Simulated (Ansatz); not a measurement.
The same path of H2 + H5NSi (9 atoms, charge 0, multiplicity 1) was run 3 times with different band settings. Lost on the way: Si1–N2, H8–H9. Made: Si1–H8, N2–H9.

These are results of RKS CAM-B3LYP/6-31G* in Ansatz, not measurements.

Relaxed end points:

```xyz
9
Properties=species:S:1:pos:R:3
Si -0.322 0.602 -0.013
N 0.057 -0.066 1.539
H -0.684 -0.468 2.099
H 0.728 0.406 2.130
H 0.956 0.889 -0.709
H -1.117 1.865 -0.012
H -1.108 -0.407 -0.765
H 1.746 -2.975 2.060
H 1.394 -2.349 1.852
```

```xyz
9
Properties=species:S:1:pos:R:3
Si 0.388 0.093 -0.453
N -0.046 -0.683 2.391
H -0.997 -0.988 2.580
H 0.147 0.092 3.021
H 0.612 0.481 -1.878
H 0.437 1.343 0.340
H -0.942 -0.555 -0.394
H 1.480 -0.840 -0.091
H 0.569 -1.446 2.663
```

Common settings: movable images 9; climbing image yes; optimiser quadratic models (default); start path through a guess of the saddle point; iteration limit 60; end points relaxed.

| run | spring | force threshold |
| --- | --- | --- |
| 1 | 5.0 eV/Å² | 0.05 eV/Å |
| 2 | 0.5 eV/Å² | 0.05 eV/Å |
| 3 | 5.0 eV/Å² | 0.2 eV/Å |

(1) What does each run give, and how far can it be trusted?

## Answers

(1) Run 1: converged after 24 iterations, highest image 2.173 eV above the first end. Neighbouring images differ by up to 1.6 eV, so the band resolves the path poorly. A vibrational analysis at the climbing image gives one clearly imaginary mode, 1510i cm⁻¹: a first-order saddle point.
Run 2: converged after 19 iterations, highest image 2.173 eV above the first end. Neighbouring images differ by up to 1.4 eV, so the band resolves the path poorly. Another band between the same ends (9 images) ends at a top of the same energy, where a vibrational analysis finds 1 clearly imaginary mode.
Run 3: converged after 21 iterations, highest image 2.173 eV above the first end. The threshold of 0.2 eV/Å is loose, so the images may lie well off the minimum-energy path. Neighbouring images differ by up to 1.6 eV, so the band resolves the path poorly. Another band between the same ends (9 images) ends at a top of the same energy, where a vibrational analysis finds 1 clearly imaginary mode.
The orbitals stay closed-shell, which can raise the energy where a bond breaks towards radicals; this wasn't checked here.
